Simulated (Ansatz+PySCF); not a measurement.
Results of a calculation; reference values are marked as such.
## Ansatz (development build ahead of 0.2.0) run

```yaml
crystal:
  periodic: [false, false, false]
  atoms:
    - { symbol: Mg, position_ang: [0.0, 0.0, 0.0] }
    - { symbol: H, position_ang: [2.2668, 0.0, 1.30874] }
    - { symbol: H, position_ang: [-3.07203, 0.0, 1.77364] }
basis:
  gaussian: { orbitals: STO-3G }
magnetization:
  initial_magnetization: 2
hamiltonian:
  xc: hf
correlation:
  method: ccsd_t
  frozen_orbitals: { H: 0, Mg: 1 }
```

The input is written out in the form of the current development build from the run's settings. Correlation on restricted open-shell orbitals is semicanonical, with singles.

The run gave:

```json
{
 "Converged": "yes",
 "Reference energy": "-197.94706 hartree",
 "CCSD correlation energy": "-0.05307 hartree",
 "Triples correction": "-0.00097 hartree",
 "Total energy": "-198.00109 hartree",
 "Spin squared of the determinant": "2.000",
 "Stability test": "minimum among restricted orbitals",
 "T1 diagnostic": "0.015",
 "Largest doubles amplitude": "0.12",
 "Occupied orbitals by symmetry in an Abelian subgroup (alpha; beta)": "7 A' 1 A''; 5 A' 1 A''"
}
```
